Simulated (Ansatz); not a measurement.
## Ansatz (development build ahead of 0.2.0) run

```yaml
crystal:
  periodic: [false, false, false]
  atoms:
    - { symbol: C, position_ang: [0.00362, -0.29257, -1.29232] }
    - { symbol: C, position_ang: [-0.02683, 0.60975, 0.0196] }
    - { symbol: C, position_ang: [0.01065, -0.26649, 1.29038] }
    - { symbol: H, position_ang: [0.03479, 0.40237, -2.15931] }
    - { symbol: H, position_ang: [0.88104, -0.94663, -1.38261] }
    - { symbol: H, position_ang: [-0.88149, -0.95798, -1.30223] }
    - { symbol: H, position_ang: [-0.87065, 1.24091, -0.06183] }
    - { symbol: H, position_ang: [0.93113, 1.19338, 0.01299] }
    - { symbol: H, position_ang: [0.00961, 0.38391, 2.21505] }
    - { symbol: H, position_ang: [-0.94783, -0.89491, 1.28828] }
    - { symbol: H, position_ang: [0.87572, -0.85895, 1.29026] }
basis:
  gaussian: { orbitals: STO-3G }
hamiltonian:
  xc: hf
correlation:
  method: mp2
  frozen_orbitals: { C: 1, H: 0 }
```

The input is written out in the form of the current development build from the run's settings.

The run gave:

| Quantity | Value |
| --- | --- |
| Converged | yes |
| Reference energy | -116.87110 hartree |
| Correlation energy | -0.16195 hartree |
| Total energy | -117.03305 hartree |
| Spin squared of the determinant | 0.000 |
